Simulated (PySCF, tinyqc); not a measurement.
RKS/LDA (PW92) in the sto-3g basis, for LiH, spin multiplicity 1, step by step. The lowest restricted solution is unstable here: a spin-polarised one lies 0.0048 hartree lower (PySCF). One step of it, computed by the program tinyqc.

Question. Orthogonalisation. S = U s U^T; symmetric (Loewdin) form X = U s^(-1/2) U^T, so that X^T S X = 1.

overlap S, lower triangle:
```
           1Li 1s    1Li 2s   1Li 2px   1Li 2py   1Li 2pz     2H 1s
1Li 1s   1.000000
1Li 2s   0.241137  1.000000
1Li 2px  0.000000  0.000000  1.000000
1Li 2py  0.000000  0.000000  0.000000  1.000000
1Li 2pz  0.000000  0.000000  0.000000  0.000000  1.000000
2H 1s    0.001630  0.116518  0.000000  0.000000  0.182226  1.000000
```

Give: eigenvalues of S; X.

Answer.

eigenvalues of S: 0.716  0.845  1.000  1.000  1.153  1.286

X, lower triangle:
```
         1Li 1s  1Li 2s  1Li 2px  1Li 2py  1Li 2pz  2H 1s
1Li 1s    1.023
1Li 2s   -0.126   1.029
1Li 2px   0.000   0.000    1.000
1Li 2py   0.000   0.000    0.000    1.000
1Li 2pz  -0.002   0.009    0.000    0.000    1.013
2H 1s     0.011  -0.062    0.000    0.000   -0.094  1.018
```
